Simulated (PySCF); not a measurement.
Geometry:
```csv
atom,x (Å),y (Å),z (Å)
S1,3.158,0.368,0.095
C2,1.538,0.173,0.051
S3,0.739,-1.341,-0.341
C4,-0.892,-0.776,-0.189
C5,-1.057,0.516,0.151
S6,0.382,1.450,0.391
H7,-1.706,-1.481,-0.370
H8,-2.025,1.004,0.282
```

Geometry: PBE0-D3(BJ)/def2-SVP; GIAO shifts from PySCF 2.14.0 with density-fitted response routines, gas phase, non-relativistic, averaged over equivalent atoms.

At PBE0/pcSseg-1 (133 basis functions, 10 s wall time on 1 thread of an Arm Neoverse V2, shared host):
```
atoms  δ (ppm)
   S1    518.2
S3/S6    349.4
   C2    220.1
C4/C5    133.7
H7/H8     6.61
```

Referencing at the same level of theory: ³³S (495.66 ppm) vs CS2; ¹³C (184.41 ppm) and ¹H (31.27 ppm) against TMS.

Task: What do these become at HF/pcSseg-2?

Result: 
| atoms | δ at HF/pcSseg-2 | change |
| --- | --- | --- |
| S1 | 517.7 | -0.5 |
| S3/S6 | 320.6 | -28.8 |
| C2 | 273.4 | +53.3 |
| C4/C5 | 135.0 | +1.3 |
| H7/H8 | 6.73 | +0.12 |

References, each an isolated molecule treated in the same way: ³³S (σ = 522.21 ppm) vs CS2; TMS for ¹³C (σ = 191.47 ppm) and ¹H (σ = 31.68 ppm).

The largest change is at C2 (unsaturated ring carbon). Cost: 265 basis functions, 15 s wall time on 1 thread of an Arm Neoverse V2, shared host.
